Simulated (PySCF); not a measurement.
**SO2F−, a complex of two parts: interaction energy**

An exercise on one series of results from a longer session: the logs are not shown, and one member is left open.

Computed with PySCF 2.14.0; each step states its level. No surroundings beyond the atoms listed, unless a continuum is named. Atoms count from 0, parts from 1.

## The system as given

4 atoms, charge -1, multiplicity 1; geometry: GFN2-xTB. Parts: 1 = atoms 0–2, `O=S=O`, charge 0; 2 = atom 3, `[F-]`, charge -1.

Set-up of the first run:

What the job is given:

```
{"job": {"xc": "PBE0", "basis": "def2-SVPD", "d3": "d3bj", "grid": 2, "kind": "geom", "shake": 0.01}, "charge": -1, "multiplicity": 1, "parts": [{"atoms": "0-2", "charge": 0, "multiplicity": 1}, {"atoms": "3-3", "charge": -1, "multiplicity": 1}]}
O     -1.276212    -0.394546    -0.045971
S     -0.198104     0.494747     0.371849
O      1.044934     0.212315    -0.334895
F     -0.648992     2.148350    -0.338927
```

On the command line:

```
OMP_NUM_THREADS=1 python cluster_run.py task.json out
```

This one command runs all jobs of the session in turn.

Among the steps run: Geometry optimisation at PBE0-D3(BJ)/def2-SVPD; Coupled-cluster interaction energy: CCSD(T) and MP2.

One of the session's tables, all rows but one given; the rest of the session is left out.

It belongs to the step «Coupled-cluster interaction energy: CCSD(T) and MP2». 

| method | interaction energy (kcal/mol) |
| --- | --- |
| HF/aug-cc-pVDZ | -59.77 |
| MP2/aug-cc-pVDZ | -41.99 |
| CCSD/aug-cc-pVDZ | -47.53 |
| CCSD(T)/aug-cc-pVDZ | ? |
| HF/aug-cc-pVTZ | -64.28 |
| MP2/aug-cc-pVTZ | -50.03 |
| SCS-MP2/aug-cc-pVTZ | -49.33 |
| MP2, extrapolated | -51.51 |
| CCSD(T), limit estimate | -54.56 |

Q: Estimate the row for CCSD(T)/aug-cc-pVDZ from the others.

**Answer.** interaction energy (kcal/mol): -45.04. In the column «interaction energy (kcal/mol)» it lies between CCSD/aug-cc-pVDZ (-47.53) and MP2/aug-cc-pVDZ (-41.99).

To keep in mind: At this geometry a test (T1, the size of the triples or of CCSD(T) less MP2, charge moved between the parts) flags the run, so its CCSD(T) estimate is not taken as a benchmark. The interaction energy leaves out the deformation of the parts, 2.02 kcal/mol (MP2); added to the CCSD(T) estimate it gives a binding of about -52.54 kcal/mol.
